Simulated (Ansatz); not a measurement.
Cartesian coordinates (Å):
SMILES: C#N
```xyz
3

C     -0.0215    -0.3073     0.0000
N      1.0123    -0.8195     0.0000
H     -0.9889     0.1718     0.0000
```
Charge 0, multiplicity 1.

The numbers are results of frozen-core CCSD(T)/def2-TZVPP // PBE0-D4/def2-SVP (Ansatz, a quantum-chemistry and plane-wave program), not measurements.

HF energy: -92.91123 Ha
MP2 correlation energy: -0.34423 Ha

Estimate the CCSD correlation energy, the (T) correction, the total energy and the T1 diagnostic.


* **CCSD correlation energy**: -0.34857 Ha
* **(T) correction**: -0.01777 Ha
* **CCSD(T) total energy**: -93.27757 Ha
* **T1 diagnostic**: 0.014
